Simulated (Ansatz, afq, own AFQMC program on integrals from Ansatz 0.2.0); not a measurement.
# HCl (singlet): AFQMC on the coupled-cluster ladder at distance Cl1–H2 = 1.780 Å, cc-pVDZ

One table from this session's results is given with a row withheld; the runs are named, their logs left out.

Program: Ansatz 0.2.0, Gaussian basis, and an in-house AFQMC program (afq) on its integrals; all values are calculated. Level of theory: cc-pVDZ, frozen cores. These are calculated values, not measurements.

To be run: Full CI; PBE (unrestricted); r2SCAN (unrestricted); PBE0 (unrestricted); CCSD(T) on RHF; B3LYP (unrestricted); wB97M-V (unrestricted); Full CI; B2PLYP (unrestricted); CCSDT(Q) on RHF; CCSDTQ on RHF; Phaseless AFQMC, CISD trial on RHF; UHF; CCSD(T) on UHF; Full CI; CCSDT(Q) on UHF; CCSDTQ on UHF; Phaseless AFQMC, CISD trial on UHF.

2 further runs of the same task are left out: 2 that didn't finish.

### The system

The geometry derives from a PBE0/def2-TZVP stationary point (not a proven minimum). One bond is set to the value named and the two fragments are kept rigid.

2 atoms, charge 0, spin multiplicity 1.

Atoms are counted from 1 here; the program's logs count them from 0.

No contacts short enough for the rule that draws bonds.

Coordinates:

```tsv
atom	x (Å)	y (Å)	z (Å)
Cl1	0.0000	0.0000	0.0000
H2	0.0000	0.0000	1.7800
```

Set-up of the first run:

Contents of in.yaml:

```yaml
crystal:
  periodic: [false, false, false]
  atoms:
    - {symbol: Cl, position_ang: [0.000000, 0.000000, 0.000000]}
    - {symbol: H, position_ang: [0.000000, 0.000000, 1.780000]}
basis:
  gaussian: {orbitals: cc-pVDZ}
correlation: {method: fci, electrons: outside_noble_gas}
```

On the command line:

```
$ ansatz run in.yaml --threads 1 --pin off --events-out ev --progress --plain --max-ram 16896MiB --backend cuda --devices 0, --max-vram 18GiB
```

Steps of the session up to this table: Full CI; PBE (unrestricted); r2SCAN (unrestricted); PBE0 (unrestricted); CCSD(T) on RHF; B3LYP (unrestricted); wB97M-V (unrestricted); B2PLYP (unrestricted); CCSDT(Q) on RHF; CCSDTQ on RHF; Phaseless AFQMC, CISD trial on RHF; UHF; CCSD(T) on UHF; CCSDT(Q) on UHF; CCSDTQ on UHF; Phaseless AFQMC, CISD trial on UHF.

One of the session's tables, all rows but one given; the rest of the session is left out.

On the RHF determinant, counted from full CI (exact for this spin and basis):

| level | from full CI (kJ/mol) |
| --- | --- |
| HF | +469.1 |
| MP2 | +66.8 |
| CCSD | ? |
| CCSD(T) | +2.2 |
| CCSDT(Q) | +0.1 |
| CCSDTQ | +0.1 |
| full CI | 0.0 |
| Phaseless AFQMC, CISD trial, step 0.005, 4000 walkers | +0.7 |

Q: Estimate the row for CCSD from the others.

The run gave: from full CI (kJ/mol): +11.9. In the column «from full CI (kJ/mol)» it lies between CCSD(T) (+2.2) and MP2 (+66.8).

To keep in mind: On UHF the phaseless walk with the CISD trial lies +0.5 kJ/mol from CCSDTQ, within three error bars.
